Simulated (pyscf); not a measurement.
PySCF, gas phase, ωB97X-D3(BJ)/def2-SVP geometries.

Problem. Estimate the classical barrier height and the reaction energy of H₃C–CH₂–CH₂–OH (SMILES CCCO) + HO–Hf(OH)(OH)–OH (SMILES [OH][Hf]([OH])([OH])[OH]) → H₃C–CH₂–OH (SMILES CCO) + HO–CH₂–Hf(OH)(OH)–OH (SMILES O[CH2][Hf]([OH])([OH])[OH]) at ωB97M-D3(BJ)/def2-TZVP. The step runs on the singlet surface, breaks C–C, Hf–O and forms C–O, C–Hf; take the separated reactants as zero.

Solution. ΔE‡ = 99.4 kcal/mol, ΔE = +49.4 kcal/mol. Zero-point energy shifts the barrier by +0.2 kcal/mol. It is a four-centre exchange, with an imaginary mode of 564i cm⁻¹. On the reactant side the descent ends in an adduct with a Hf–O contact (not fully relaxed), 18.4 kcal/mol under the separated species and 114.0 kcal/mol under the saddle at ωB97X-D3(BJ)/def2-TZVP. On the product side the descent ends in an adduct with a Hf–O, Hf–O contact (not fully relaxed), 17.0 kcal/mol under the separated species and 65.4 kcal/mol under the saddle at ωB97X-D3(BJ)/def2-TZVP. What is counted as broken (Hf–O) persists as a longer contact in the product adduct; parting that adduct is a step of its own. At ωB97X-D3(BJ)/def2-TZVP the barrier from the zero used here is 95.6 kcal/mol. The same reactants have a lower exit, to •H₂C–CH₃ + •H₂C–OH + HO–Hf(OH)(OH)–OH (no saddle counted: cutting one bond costs +90.6 kcal/mol at ωB97M-D3(BJ)/def2-TZVP, against +99.4 kcal/mol here). HO–CH₂–Hf(OH)(OH)–OH is closed by a dative Hf–O contact. HO–CH₂–Hf(OH)(OH)–OH lies 38.3 kcal/mol over its isomer H₃C–O–Hf(OH)(OH)–OH (electronic energy, ωB97M-D3(BJ)/def2-TZVP). One saddle was located; it need not be the lowest between these sides. Elements past Kr carry the def2 core potentials, without spin-orbit coupling.
